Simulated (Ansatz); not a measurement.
Reaction (isomerisation): `NC1(O)C=C1` → `CC1=C(O)N1`

Isolated molecules relaxed with PBE0-D4/def2-TZVP in Ansatz; ΔE leaves out vibrations. CCSD(T)/CBS is the MP2 limit (def2-TZVPP, def2-QZVPP) plus CCSD(T) − MP2 in def2-TZVPP, frozen cores. DFT in def2-TZVPP. B3LYP here is the variant with VWN-RPA as its local correlation; programs differ in this. HSE06 is defined as in plane-wave codes. One conformer a species, not always the lowest.

Task: Is it downhill or uphill in electronic energy at CCSD(T)/CBS, and by how much? (Best estimate.)

Result: Computed: Uphill: ΔE = +0.88 eV.

Task: What do these levels give: PBE-D4, B3LYP-D4, HSE06-D4, BHLYP-D4, B2PLYP, BLYP, r2SCAN, PBE0, MP2/def2-SVP, MP2/def2-TZVPP, SCS-MP2/def2-TZVPP, HF/def2-QZVPP? (An estimate is asked.)

Result: Ansatz gave: PBE-D4 0.68, B3LYP-D4 0.76, HSE06-D4 0.79, BHLYP-D4 0.89, B2PLYP 0.78, BLYP 0.62, r2SCAN 0.78, PBE0 0.79, MP2/def2-SVP 0.89, MP2/def2-TZVPP 0.86, SCS-MP2/def2-TZVPP 0.84, HF/def2-QZVPP 0.96 eV.

Largest T1 diagnostic among the species: 0.012.

In def2-TZVPP, CCSD(T) changes the Hartree–Fock value by −0.12 eV (the triples alone add −0.04 eV) and MP2 by −0.11 eV. Leaving LDA and LC-ωPBE aside and taking each functional with its dispersion term where it has one, the values, not all of them listed here, spread over 0.23 eV, from BLYP-D4 to BHLYP-D4. LDA lies +0.13 eV from PBE without D4. From r2SCAN to r2SCAN0 (25 % exact exchange), in def2-TZVPP and without D4, ΔE moves by +0.08 eV.
